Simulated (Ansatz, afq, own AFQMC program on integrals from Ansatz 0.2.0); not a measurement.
BH$_{4}$⁺, triplet: AFQMC among the cluster methods

```xyz
5

B     0.0000    0.0000    0.0000
H     0.8273    0.8515    1.8513
H    -0.8506   -0.8245    1.8530
H    -0.8263    0.8254   -1.8635
H     0.8496   -0.8524   -1.8408
```

Basis cc-pVDZ. Only valence electrons are correlated. Integrals, coupled cluster, full CI and functionals: Ansatz 0.2.0; the random walks run on the same integrals in our own AFQMC program. ph-AFQMC/CISD is guided by a CISD state made of CCSD amplitudes; releasing the constraint for a short imaginary time cuts its bias at the price of noise, slowly where states lie close. Error bars are statistical, one sigma.

Determinant: UHF, the one that the program's search chose, which needn't be the lowest solution. The geometry is a point of a scan.

Full CI on the same integrals is exact in this basis and with this determinant's frozen core.

Cautions: lower spins were not checked; strong correlation (T1 0.064, weight of the determinant 0.82, largest double 0.09); unrestricted determinant spin contaminated (⟨S²⟩ 3.10 against 2.00); CCSD(T) is in doubt: in a space of 6 electrons in 9 natural orbitals full CI lies 202 meV below it; the CCSDTQ amplitudes may be one of several solutions (largest double 0.58); the released energies get too noisy after the second time (errors over twice the walk's own, or jumping), so no released level is given (meV from the phaseless value at times in 1/Eh: -5 ± 6 at 0.24, -15 ± 3 at 0.51, -40 ± 16 at 0.99, -48 ± 11 at 1.62, -32 ± 11 at 2.40).

- T1 diagnostic: 0.0640
- weight of the determinant in the CISD state: 0.815
- ⟨S²⟩ of the determinant: 3.104
- size of the correlated space: 6 electrons in 33 orbitals

Reference: full CI, correlation energy -2.158 eV. The cautions show a poor starting determinant, so the rows tell how each method copes with it here, and full CI is the sure value.

```tsv
level	E − E(reference) (kJ/mol)	share of correlation (%)
HF	208.2	0.00
MP2	119.1	42.77
CCSD	32.7	84.27
CCSD(T)	27.0	87.05
CCSDT	6.9	96.69
CCSDT(Q)	0.1	99.96
CCSDTQ	0.0	100.02
ph-AFQMC/HF	18.9 ± 1.5	90.93
ph-AFQMC/CISD	15.8 ± 0.4	92.39
```

CCSDT and higher add their correlation energy to the determinant of the CCSD(T) run, since their own runs factorise the integrals more tightly (a shift of under 2 meV).
